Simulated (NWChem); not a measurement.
System: difluoromethane (CH2F2); SMILES FCF

Excerpt of the output:

```
             Northwest Computational Chemistry Package (NWChem) 7.3.0
             --------------------------------------------------------

                             Geometry "geometry" -> ""
                             -------------------------

 Output coordinates in angstroms (scale by  1.889725989 to convert to a.u.)

  No.       Tag          Charge          X              Y              Z
 ---- ---------------- ---------- -------------- -------------- --------------
    1 F                    9.0000     1.11044300     0.00000000    -0.29606600
    2 C                    6.0000     0.00000000     0.00000000     0.48876600
    3 F                    9.0000    -1.11044300     0.00000000    -0.29606600
    4 H                    1.0000     0.00000000     0.92256500     1.11587800
    5 H                    1.0000     0.00000000    -0.92256500     1.11587800

 Effective nuclear repulsion energy (a.u.)      76.7425133135

                                 NWChem DFT Module
                                 -----------------

 Summary of "ao basis" -> "ao basis" (spherical)
 ------------------------------------------------------------------------------
       Tag                 Description            Shells   Functions and Types
 ---------------- ------------------------------  ------  ---------------------
 F                           6-31g*                  6       14   3s2p1d
 C                           6-31g*                  6       14   3s2p1d
 H                           6-31g*                  2        2   2s

            General Information
            -------------------
          SCF calculation type: DFT
          Wavefunction type:  closed shell.
          No. of atoms     :     5
          No. of electrons :    26
           Alpha electrons :    13
            Beta electrons :    13
          Charge           :     0
          Spin multiplicity:     1
          Use of symmetry is: off; symmetry adaption is: off
          Maximum number of iterations: 150
          AO basis - number of functions:    46
                     number of shells:    22
          Convergence on energy requested:  1.00D-06
          Convergence on density requested:  1.00D-05
          Convergence on gradient requested:  5.00D-04

              XC Information
              --------------
                         PBE0 Method XC Functional
                     Hartree-Fock (Exact) Exchange  0.250
          PerdewBurkeErnzerhof Exchange Functional  0.750
            Perdew 1991 LDA Correlation Functional  1.000 local
           PerdewBurkeErnz. Correlation Functional  1.000 non-local

             Grid Information
             ----------------
          Grid used for XC integration:  medium
          Radial quadrature: Mura-Knowles
          Angular quadrature: Lebedev.
          Tag              B.-S. Rad. Rad. Pts. Rad. Cut. Ang. Pts.
          ---              ---------- --------- --------- ---------
          F                   0.50       49           7.0       434
          C                   0.70       49           6.0       434
          H                   0.35       45           7.0       434
          Grid pruning is: on
          Number of quadrature shells:   237
          Spatial weights used:  Erf1

      Superposition of Atomic Density Guess
      -------------------------------------

 Sum of atomic energies:        -237.40138327

      Non-variational initial energy
      ------------------------------

 Total energy =    -238.163320
 1-e energy   =    -482.481438
 2-e energy   =     167.575605
 HOMO         =      -0.375037
 LUMO         =       0.205178

   convergence    iter        energy       DeltaE   RMS-Dens  Diis-err
 ---------------- ----- ----------------- --------- --------- ---------
 d= 0,ls=0.0,diis     1   -238.6439453816 -3.15D+02  2.08D-02  8.25D-01
 d= 0,ls=0.0,diis     2   -238.6014805083  4.25D-02  1.09D-02  1.50D+00
 d= 0,ls=0.0,diis     3   -238.7341122623 -1.33D-01  1.36D-03  9.34D-03
 d= 0,ls=0.0,diis     4   -238.7346640077 -5.52D-04  5.55D-04  1.78D-03
 d= 0,ls=0.0,diis     5   -238.7348329081 -1.69D-04  5.49D-05  1.22D-05
  Resetting Diis
 d= 0,ls=0.0,diis     6   -238.7348344226 -1.51D-06  5.12D-06  3.97D-08
 d= 0,ls=0.0,diis     7   -238.7348344298 -7.17D-09  7.33D-07  1.05D-09

         Total DFT energy =     -238.734834429777
      One electron energy =     -483.619677469411
           Coulomb energy =      195.019739364328
    Exchange-Corr. energy =      -26.877409638234
 Nuclear repulsion energy =       76.742513313541

 Numeric. integr. density =       26.000001811726

                       DFT Final Molecular Orbital Analysis
                       ------------------------------------

 Vector   11  Occ=2.000000D+00  E=-4.155815D-01
              MO Center=  3.7D-07, -3.3D-09, -7.3D-02, r^2= 1.8D+00
   Bfn.  Coefficient  Atom+Function         Bfn.  Coefficient  Atom+Function
  ----- ------------  ---------------      ----- ------------  ---------------
     5      0.429042  1 F  pz                33      0.429041  3 F  pz
     9      0.313211  1 F  pz                37      0.313210  3 F  pz
    19     -0.181694  2 C  pz                20     -0.121024  2 C  s
    43     -0.114678  4 H  s                 45     -0.114678  5 H  s
    44     -0.101083  4 H  s                 46     -0.101083  5 H  s

 Vector   12  Occ=2.000000D+00  E=-4.072771D-01
              MO Center= -4.1D-07, -1.1D-10, -2.6D-01, r^2= 1.7D+00
   Bfn.  Coefficient  Atom+Function         Bfn.  Coefficient  Atom+Function
  ----- ------------  ---------------      ----- ------------  ---------------
     3      0.384254  1 F  px                31      0.384254  3 F  px
     5      0.294995  1 F  pz                33     -0.294995  3 F  pz
     7      0.270865  1 F  px                35      0.270865  3 F  px
     9      0.195833  1 F  pz                37     -0.195833  3 F  pz
    21      0.093401  2 C  px                 6     -0.035754  1 F  s

 Vector   13  Occ=2.000000D+00  E=-3.464750D-01
              MO Center= -5.4D-08,  4.5D-09,  2.9D-01, r^2= 1.9D+00
   Bfn.  Coefficient  Atom+Function         Bfn.  Coefficient  Atom+Function
  ----- ------------  ---------------      ----- ------------  ---------------
     4      0.369704  1 F  py                32      0.369705  3 F  py
    18     -0.309135  2 C  py                 8      0.268713  1 F  py
    36      0.268713  3 F  py                44     -0.251728  4 H  s
    46      0.251728  5 H  s                 43     -0.211705  4 H  s
    45      0.211705  5 H  s                 25     -0.040273  2 C  d -1

 Vector   14  Occ=0.000000D+00  E= 1.178468D-01
              MO Center= -6.6D-10,  4.2D-09,  1.1D+00, r^2= 2.9D+00
   Bfn.  Coefficient  Atom+Function         Bfn.  Coefficient  Atom+Function
  ----- ------------  ---------------      ----- ------------  ---------------
    20      1.629666  2 C  s                 44     -1.348859  4 H  s
    46     -1.348859  5 H  s                 23      0.872153  2 C  pz
    19      0.345176  2 C  pz                16      0.173459  2 C  s
    15     -0.104264  2 C  s                  9     -0.090278  1 F  pz
    37     -0.090278  3 F  pz                43     -0.068822  4 H  s

 Vector   15  Occ=0.000000D+00  E= 1.441352D-01
              MO Center=  7.9D-09, -2.5D-10,  5.8D-01, r^2= 1.8D+00
   Bfn.  Coefficient  Atom+Function         Bfn.  Coefficient  Atom+Function
  ----- ------------  ---------------      ----- ------------  ---------------
    21      1.145345  2 C  px                 6     -0.587152  1 F  s
    34      0.587152  3 F  s                 17      0.493199  2 C  px
     9     -0.327247  1 F  pz                37      0.327247  3 F  pz
     5     -0.240298  1 F  pz                33      0.240298  3 F  pz
     7      0.187291  1 F  px                35      0.187291  3 F  px

 Vector   16  Occ=0.000000D+00  E= 1.656123D-01
              MO Center= -2.2D-10,  6.6D-09,  1.1D+00, r^2= 2.7D+00
   Bfn.  Coefficient  Atom+Function         Bfn.  Coefficient  Atom+Function
  ----- ------------  ---------------      ----- ------------  ---------------
    44      1.447696  4 H  s                 46     -1.447696  5 H  s
    22     -1.193028  2 C  py                18     -0.533951  2 C  py
     8      0.168923  1 F  py                36      0.168923  3 F  py
     4      0.108179  1 F  py                32      0.108179  3 F  py
    43      0.064556  4 H  s                 45     -0.064556  5 H  s

     Multipole analysis of the density
     ---------------------------------

     L   x y z        total         alpha         beta         nuclear
     -   - - -        -----         -----         ----         -------
     0   0 0 0     -0.000000    -13.000000    -13.000000     26.000000

     1   1 0 0     -0.000000     -0.000000     -0.000000      0.000000
     1   0 1 0      0.000000      0.000000      0.000000      0.000000
     1   0 0 1      0.677243      0.494369      0.494369     -0.311495

     2   2 0 0    -13.540716    -46.401147    -46.401147     79.261579
     2   1 1 0      0.000000      0.000000      0.000000      0.000000
     2   1 0 1      0.000000      0.000000      0.000000      0.000000
     2   0 2 0    -11.206443     -8.642648     -8.642648      6.078853
     2   0 1 1     -0.000000     -0.000000     -0.000000      0.000000
     2   0 0 2    -11.067852    -15.357053    -15.357053     19.646253

            General Information
            -------------------
          SCF calculation type: DFT
          Wavefunction type:  closed shell.
          No. of atoms     :     5
          No. of electrons :    26
           Alpha electrons :    13
            Beta electrons :    13
          Charge           :     0
          Spin multiplicity:     1
          Use of symmetry is: off; symmetry adaption is: off
          Maximum number of iterations: 150
          AO basis - number of functions:    46
                     number of shells:    22
          Convergence on energy requested:  1.00D-06
          Convergence on density requested:  1.00D-05
          Convergence on gradient requested:  5.00D-04

              XC Information
              --------------
                         PBE0 Method XC Functional
                     Hartree-Fock (Exact) Exchange  0.250
          PerdewBurkeErnzerhof Exchange Functional  0.750
            Perdew 1991 LDA Correlation Functional  1.000 local
           PerdewBurkeErnz. Correlation Functional  1.000 non-local

             Grid Information
             ----------------
          Grid used for XC integration:  medium
          Radial quadrature: Mura-Knowles
          Angular quadrature: Lebedev.
          Tag              B.-S. Rad. Rad. Pts. Rad. Cut. Ang. Pts.
          ---              ---------- --------- --------- ---------
          F                   0.50       49           7.0       434
          C                   0.70       49           6.0       434
          H                   0.35       45           7.0       434
          Grid pruning is: on
          Number of quadrature shells:   237
          Spatial weights used:  Erf1

          Convergence Information
          -----------------------
          Convergence aids based upon iterative change in
          total energy or number of iterations.
          Levelshifting, if invoked, occurs when the
          HOMO/LUMO gap drops below (HL_TOL):  1.00D-02
          DIIS, if invoked, will attempt to extrapolate
          using up to (NFOCK): 10 stored Fock matrices.

                    Damping( 0%)  Levelshifting(0.5)       DIIS
                  --------------- ------------------- ---------------
          dE  on:    start            ASAP                start
          dE off:    2 iters        150 iters           150 iters

                            NWChem DFT Gradient Module
                            --------------------------

  charge          =   0.00
  wavefunction    = closed shell

                         DFT ENERGY GRADIENTS

    atom               coordinates                        gradient
                 x          y          z           x          y          z
   1 F       2.098433   0.000000  -0.559484    0.007563   0.000000  -0.004269
   2 C       0.000000   0.000000   0.923634    0.000000  -0.000000  -0.007278
   3 F      -2.098433   0.000000  -0.559484   -0.007563   0.000000  -0.004269
   4 H       0.000000   1.743395   2.108704   -0.000000   0.010037   0.007908
   5 H       0.000000  -1.743395   2.108704   -0.000000  -0.010037   0.007908
```

Level: PBE0/6-31G* (spherical d). The geometry was optimised at PBE-D3(BJ)/def2-SVP.

Task: Write an input that gives this output.

Result: One answer among several that fit: the input that was run:
```
start job
memory heap 200 mb stack 900 mb global 1100 mb
geometry units angstroms noautosym nocenter noautoz
  F      1.110443     0.000000    -0.296066
  C      0.000000     0.000000     0.488766
  F     -1.110443     0.000000    -0.296066
  H      0.000000     0.922565     1.115878
  H      0.000000    -0.922565     1.115878
end
basis spherical
  F library 6-31g*
  C library 6-31g*
  H library 6-31g*
end
dft
  xc pbe0
  iterations 150
end
task dft gradient
```
